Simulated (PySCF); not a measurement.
# From one method to the next for PH (triplet)

Aim: see what other levels and later steps give for PH (triplet).

Computed with PySCF 2.14.0. Level: method and basis as typed in the scripts.

### 1 The system as given

PH (triplet): 2 atoms, charge 0, spin multiplicity 3.

Bond lengths: P1–H2 1.385 Å.

### 2 The base run

The input, input.py:

```python
from pyscf import gto, scf, mcscf

mol = gto.M(
    atom='P 0 0 0; H 0 0 1.385',
    basis='def2-svp',
    charge=0,
    spin=2,
    verbose=4,
)
mf = scf.ROHF(mol)
mf.kernel()
mc = mcscf.CASCI(mf, 4, 2)
mc.kernel()
mc.analyze()
mf.dip_moment()
print('orbital energies (hartree):', mf.mo_energy[..., max(0, mol.nelec[1]-3):mol.nelec[0]+3].round(4))
```

The run is started by

```sh
> OMP_NUM_THREADS=1 python input.py
```

### 3 Geometry optimisation

Run 1 changes step after the SCF: casci → optimize.

The input, input.py:

```python
from pyscf import gto, scf
from pyscf.geomopt.geometric_solver import optimize

mol = gto.M(
    atom='P 0 0 0; H 0 0 1.385',
    basis='def2-svp',
    charge=0,
    spin=2,
    verbose=4,
)
mf = scf.ROHF(mol)
mf.kernel()
mol_eq = optimize(mf, maxsteps=30)
print('optimised geometry (angstrom)')
print(mol_eq.tostring('raw'))
print('orbital energies (hartree):', mf.mo_energy[..., max(0, mol.nelec[1]-3):mol.nelec[0]+3].round(4))
```

### 4 Hf,lyp (ROKS)

Run 2 changes functional: none (Hartree–Fock) → hf,lyp; SCF type: ROHF → ROKS; step after the SCF: casci → analyze.

The input, input.py:

```python
from pyscf import gto, dft

mol = gto.M(
    atom='P 0 0 0; H 0 0 1.385',
    basis='def2-svp',
    charge=0,
    spin=2,
    verbose=4,
)
mf = dft.ROKS(mol, xc='hf,lyp')
mf.kernel()
mf.analyze()
print('orbital energies (hartree):', mf.mo_energy[..., max(0, mol.nelec[1]-3):mol.nelec[0]+3].round(4))
```

### 5 CISD

Run 3 changes step after the SCF: casci → cisd; frozen orbitals: none → 5.

Edit input.py of step 2 so:

```diff
@@ -1,2 +1,2 @@
-from pyscf import gto, scf, mcscf
+from pyscf import gto, scf, ci
 
@@ -11,5 +11,3 @@
 mf.kernel()
-mc = mcscf.CASCI(mf, 4, 2)
-mc.kernel()
-mc.analyze()
+ci.CISD(mf, frozen=5).kernel()
 mf.dip_moment()
```

### 6 SCF alone

Run 4 changes step after the SCF: casci → none.

Edit input.py of step 2 so:

```diff
@@ -1,2 +1,2 @@
-from pyscf import gto, scf, mcscf
+from pyscf import gto, scf
 
@@ -11,5 +11,2 @@
 mf.kernel()
-mc = mcscf.CASCI(mf, 4, 2)
-mc.kernel()
-mc.analyze()
 mf.dip_moment()
```

### 7 Wb97m-v (ROKS)

Run 5 changes functional: none (Hartree–Fock) → wb97m-v; SCF type: ROHF → ROKS; step after the SCF: casci → analyze.

The input, input.py:

```python
from pyscf import gto, dft

mol = gto.M(
    atom='P 0 0 0; H 0 0 1.385',
    basis='def2-svp',
    charge=0,
    spin=2,
    verbose=4,
)
mf = dft.ROKS(mol, xc='wb97m-v')
mf.kernel()
mf.analyze()
print('orbital energies (hartree):', mf.mo_energy[..., max(0, mol.nelec[1]-3):mol.nelec[0]+3].round(4))
```

### 8 B3lyp (ROKS)

Run 6 changes functional: none (Hartree–Fock) → b3lyp; SCF type: ROHF → ROKS; step after the SCF: casci → analyze.

The input, input.py:

```python
from pyscf import gto, dft

mol = gto.M(
    atom='P 0 0 0; H 0 0 1.385',
    basis='def2-svp',
    charge=0,
    spin=2,
    verbose=4,
)
mf = dft.ROKS(mol, xc='b3lyp')
mf.kernel()
mf.analyze()
print('orbital energies (hartree):', mf.mo_energy[..., max(0, mol.nelec[1]-3):mol.nelec[0]+3].round(4))
```

**Question.** What will these runs give? Wanted: for each run, E(SCF); from base; SCF dipole; after the SCF.

The runs gave:

```csv
run,E(SCF) (hartree),from base (eV),cycles,SCF dipole (D),after the SCF
base,-341.169417,0,7,0.73,n/a
geometry optimisation,-341.169417,0.0000,7,n/a,"bond 1.420 Å, -0.015 eV"
"hf,lyp (ROKS)",-341.776330,not comparable,7,0.73,n/a
CISD,-341.169417,0.0000,7,0.73,"CISD correlation -2.861 eV, core frozen"
SCF alone,-341.169417,0.0000,7,0.73,n/a
wb97m-v (ROKS),-341.736656,not comparable,7,0.64,n/a
b3lyp (ROKS),-341.785020,not comparable,7,0.63,n/a
```

SCF columns refer to the geometry typed in the script.

In words: A lower total energy from another functional means nothing by itself. The dearest run is “wb97m-v (ROKS)”, at 21 s against 0.7 s.
